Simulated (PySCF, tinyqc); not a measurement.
A ladder of methods, and size consistency: correlation methods against full CI in the sto-3g basis, for CH2, spin multiplicity 1. Computed by the program tinyqc with PySCF. 

Geometry (angstrom):
```
atom,x,y,z
C,0.0000,0.0000,0.0000
H,0.0000,1.0120,0.6010
H,0.0000,-1.0120,0.6010
```

RHF energy of one = -38.354965 hartree

All electrons correlated; +Q is the Davidson correction (1 - c0^2) E_corr. The last columns treat two copies 100 angstrom apart as one system. FCI is the lowest singlet.

Correlation energies (hartree):
```
method,E_corr of one,share of FCI (%),E_corr of two at 100 angstrom,two minus twice one (mhartree)
MP2,-0.03824,58.167,-0.07647,0.000
CISD,-0.06219,94.615,-0.11730,7.093
CISD+Q,-0.06641,101.024,-0.12940,3.418
CCSD,-0.06508,99.002,-0.13016,-3.11e-05
CCSD(T),-0.06539,99.480,-0.13078,-3.15e-05
FCI,-0.06573,100.000,-,-
```

MP2 recovers 58 %, CISD 94.6 % and CCSD 99.0 % of the FCI value (c0^2 = 0.932 in CISD). MP2 and coupled cluster are size consistent, so their last column vanishes; CISD loses 7.09 mhartree, since a double excitation on each copy is a quadruple of the pair, and the Davidson correction leaves +3.42. The restricted reference is unstable here: a spin-polarised solution lies 0.0351 hartree lower (PySCF), so results built on it describe a poor reference.
